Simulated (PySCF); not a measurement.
Gas-phase reaction: 2 AlH₃.NH₃ + Al₂H₆ + 2 CH₂NH + 2 C₃H₄ (propyne) ⇌ 4 Al(CH₃)₂NH₂

Method: PySCF energies plus ideal-gas RRHO corrections (1 bar). † marks an energy on the PBE0/def2-TZVP geometry and frequencies. MP2 and CCSD(T) freeze the core. All species are closed-shell singlets. Adducts (AlH₃.NH₃) have no counterpoise correction, and HF, PBE, BLYP, B3LYP and PBE0 lack dispersion. AlH₃.NH₃, Al₂H₆, CH₂NH, Al(CH₃)₂NH₂: computed as isolated molecules; such fragments, hydroxides, amides, oligomers or adducts are transient or little studied in the gas. MP2 isn't extrapolated to the basis-set limit. CCSD(T) isn't extrapolated to the basis-set limit.

```
level               ΔH°(298 K), kJ
------------------  --------------
CCSD(T)/def2-SVP†             -984
HF/def2-TZVP†                 -988
MP2/def2-SVP†           (withheld)
MP2/def2-TZVPP†              -1177
PBE0/def2-QZVP†              -1190
PBE0/def2-SVP†          (withheld)
r2SCAN/def2-TZVP†            -1183
LDA/def2-TZVP†          (withheld)
ωB97M-V/def2-TZVP†      (withheld)
```

Fill in the missing entries.


- MP2/def2-SVP†, ΔH°(298 K), kJ: -1055
- PBE0/def2-SVP†, ΔH°(298 K), kJ: -1143
- LDA/def2-TZVP†, ΔH°(298 K), kJ: -1261
- ωB97M-V/def2-TZVP†, ΔH°(298 K), kJ: -1153
